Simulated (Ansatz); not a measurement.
Geometry optimisation, RHF/def2-TZVP (Ansatz).

The input (input.yaml):

```yaml
crystal:
  periodic: [false, false, false]
  atoms:
    - { symbol: B, position_ang: [0.0, 0.0, 0.0] }
    - { symbol: H, position_ang: [0.0, 0.0, 1.19] }
    - { symbol: F, position_ang: [1.1431, 0.0, -0.66] }
    - { symbol: O, position_ang: [-1.2211, 0.0, -0.705] }
    - { symbol: H, position_ang: [-1.7308, -0.8467, -0.4965] }
basis:
  gaussian: { orbitals: def2-TZVP }
hamiltonian:
  xc: hf
relax:
  f_tol: 0.02
  max_steps: 40
```

Launched with:

```bash
$ ansatz run input.yaml --threads 2 --pin off --max-ram 3072MiB --backend cpu --events-out ev --progress --plain --runs-dir out
```

Q: Where does it end, and by what steps?

A: It converged. After 6 steps the energy has fallen by 0.558 eV; O4 moved furthest, 0.39 Å.

| step | energy less start (eV) | largest force component (eV/Å) | accepted |
| --- | --- | --- | --- |
| 0 | 0.0000 | 2.942 | yes |
| 1 | -0.2481 | 2.356 | yes |
| 2 | -0.2174 | 3.008 | no |
| 3 | -0.4497 | 1.063 | yes |
| 4 | -0.5369 | 0.373 | yes |
| 5 | -0.5581 | 0.060 | yes |
| 6 | -0.5582 | 0.018 | yes |

```xyz
5
Properties=species:S:1:pos:R:3
B 0.003 -0.079 -0.037
H -0.035 -0.108 1.152
F 1.132 0.214 -0.631
O -1.059 -0.333 -0.810
H -1.850 -0.540 -0.345
```

Time of the run: 7.3 s on 2 threads of Arm Neoverse N1 (shared host), peak memory 0.14 GiB.
